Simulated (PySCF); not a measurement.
**Working with the constants of NaMg⁻**

RHF-CCSD(T) constants of NaMg⁻, ¹Σ⁺ (singlet), closed shell (Na aug-cc-pVDZ, Mg aug-cc-pVDZ; no relativity (PySCF 2.14); masses 22.9898 and 23.9850 u):

```
ωe              : 78.6 cm⁻¹
ωexe            : 0.914 cm⁻¹
Be              : 0.098863 cm⁻¹
αe              : 0.00165 cm⁻¹
D (centrifugal) : 6.26e-07 cm⁻¹
De to Na⁻ + Mg  : 0.234 eV
```

(1) Give the vibrational terms G(v) and spacings up to v = 6.

(2) How well does the Morse estimate ωe²/(4ωexe) reproduce De, and what is D0?

Correlated steps freeze 2 core orbitals. The bond is weak. Basis-set superposition, not corrected here, can be much of De in a small basis, most of all at correlated wavefunction levels. For an ion De counts to the pair picked by the measured ionisation energies or electron affinities, which need not be the lowest pair at this level. The CCSD T1 diagnostic is raised, a sign that a single reference may not be enough here.

Results:

(1) G(v) = ωe(v+½) − ωexe(v+½)².

| v | G(v) (cm⁻¹) | G(v) − G(v−1) | Bv (cm⁻¹) |
| --- | --- | --- | --- |
| 0 | 39.1 |  | 0.09804 |
| 1 | 115.8 | 76.8 | 0.09639 |
| 2 | 190.8 | 74.9 | 0.09474 |
| 3 | 263.9 | 73.1 | 0.09309 |
| 4 | 335.2 | 71.3 | 0.09144 |
| 5 | 404.7 | 69.5 | 0.08979 |
| 6 | 472.3 | 67.6 | 0.08814 |

(2) It gives 0.210 eV, 90 % of the computed De. D0 = De − G(0) = 0.234 − 0.005 = 0.229 eV.
